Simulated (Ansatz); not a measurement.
in.yaml

```yaml
crystal:
  periodic: [false, false, false]
  atoms:
    - {symbol: B, position_ang: [0.000000, -1.357439, 0.902312]}
    - {symbol: P, position_ang: [0.000000, 0.364150, 1.429352]}
    - {symbol: Ga, position_ang: [0.000000, 0.044527, -0.742191]}
    - {symbol: H, position_ang: [0.000000, 0.289310, -2.261583]}
basis:
  gaussian: {orbitals: STO-3G, fitting: {mean_field: def2-universal-jkfit}}
total_charge: 1
magnetization: {spin_polarized: false, initial_magnetization: 1}
hamiltonian: {pseudopotentials: {relativity: none}}
correlation: {method: fic_mrcisd_q_relaxed, electrons: all, active_space: {window: {electrons: 7, orbitals: 7}}}
```

```sh
$ ansatz run in.yaml --threads 1 --pin off --events-out ev --progress --plain --max-ram 2393MiB
```

The program prints:

```
487 factors; integrals over basis functions are off by at most 1.6e-2 eV
mean field evaluation 1: about -61561.7024 eV, gradient 2.0e1 eV
mean field evaluation 2: about -61562.4977 eV, gradient 1.7e1 eV
mean field evaluation 4: about -61564.1330 eV, gradient 2.2e0 eV
mean field evaluation 8: about -61564.3099 eV, gradient 2.7e-1 eV
mean field evaluation 16: about -61566.0609 eV, gradient 2.2e-2 eV
mean field evaluation 32: about -61559.0082 eV, gradient 2.2e0 eV
mean field evaluation 64: about -61561.3741 eV, gradient 1.5e1 eV
mean field evaluation 96: about -61564.7989 eV, gradient 1.7e1 eV
mean field evaluation 128: about -61566.0792 eV, gradient 1.2e-2 eV
mean field evaluation 160: about -61564.2039 eV, gradient 8.4e0 eV
...
mean field -61566.07925005 eV, -2262.5116814520 hartree, gradient 2.0e-6 eV, S^2 0.750000; 21 other end points of the search recorded, 0 dependent functions left out
reference -61566.07925005 eV, -2262.5116814520 hartree; 26, 25 occupied and 7, 8 virtual orbitals, 487 factors
state -61568.55781627 eV, -2262.6027670806 hartree
...
state -61568.55781627 eV, -2262.6027670806 hartree; corrected -61571.39837944 eV, -2262.7071558516 hartree
state -61568.39345594 eV, -2262.5967269498 hartree
...
state -61568.39345594 eV, -2262.5967269498 hartree; corrected -61571.41379960 eV, -2262.7077225322 hartree
state -61568.39345594 eV, -2262.5967269498 hartree; corrected -61571.41379960 eV, -2262.7077225322 hartree
state -61568.36354804 eV, -2262.5956278546 hartree
...
contracted CI cycle   8: correlation -2.74918149 eV, -0.1010305564 hartree, residual 7.85e-2 eV
contracted CI cycle   9: correlation -2.74939742 eV, -0.1010384914 hartree, residual 5.82e-2 eV
contracted CI cycle  10: correlation -2.74951902 eV, -0.1010429604 hartree, residual 4.26e-2 eV
contracted CI cycle  11: correlation -2.74957718 eV, -0.1010450978 hartree, residual 2.69e-2 eV
contracted CI cycle  12: correlation -2.74960198 eV, -0.1010460090 hartree, residual 1.82e-2 eV
contracted CI cycle  13: correlation -2.74961449 eV, -0.1010464687 hartree, residual 1.39e-2 eV
contracted CI cycle  14: correlation -2.74962153 eV, -0.1010467275 hartree, residual 1.03e-2 eV
contracted CI cycle  15: correlation -2.74962531 eV, -0.1010468664 hartree, residual 7.63e-3 eV
contracted CI cycle  16: correlation -2.74962715 eV, -0.1010469341 hartree, residual 5.12e-3 eV
contracted CI cycle  17: correlation -2.74962785 eV, -0.1010469596 hartree, residual 3.50e-3 eV
state -61568.36354804 eV, -2262.5956278546 hartree; corrected -61571.39766629 eV, -2262.7071296437 hartree
state -61568.39345594 eV, -2262.5967269498 hartree; corrected -61571.41379960 eV, -2262.7077225322 hartree
WARN: the results are in doubt because another end's mean lies 0.164 eV lower, and its corrected mean 0.015 eV higher
Total energy: -61571.41379960 eV, -2262.7077225322 hartree
In doubt: another end's mean lies 0.164 eV lower, and its corrected mean 0.015 eV higher
```

Natural occupations: 1.9870 1.8781 1.8029 0.9999 0.1962 0.0847 0.0512.

Ran on 1 thread of Arm Neoverse V1, shared host: 33 s wall, 0.19 GiB peak host memory.
